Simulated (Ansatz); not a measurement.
SiO2⁻, relaxed as a doublet with UKS PBE0-D4/def2-TZVPD in Ansatz, starting from the GFN2-xTB geometry. Force threshold 0.02 eV/Å.

The structure comes from a short search, and lower isomers may exist.

Start:

```xyz
3

Si    0.067   -0.263   -0.326
O     1.317   -0.011    0.556
O    -1.385    0.274   -0.230
```

Question: Estimate the energy that the relaxation releases and the steps that it takes.

Answer: 3.3 kJ/mol, in 3 steps; 7 s on 4 threads of Intel Xeon on a shared host. No frequencies were taken in this run, so the end may be a saddle point.

Question: Does the start keep its bonding and symmetry?

Answer: By distances, no bond broke or formed. The bond that changes most is Si1–O2, from 1.55 to 1.55 Å (atoms count from 1). Point group C2v at the start, C2v at the end, both within 0.05 Å.

Question: Predict the relaxed structure.

Answer: 
```xyz
3

Si    0.058   -0.227   -0.281
O     1.357   -0.033    0.544
O    -1.415    0.260   -0.263
```
Bond lengths: 2 × O–Si 1.55 Å.
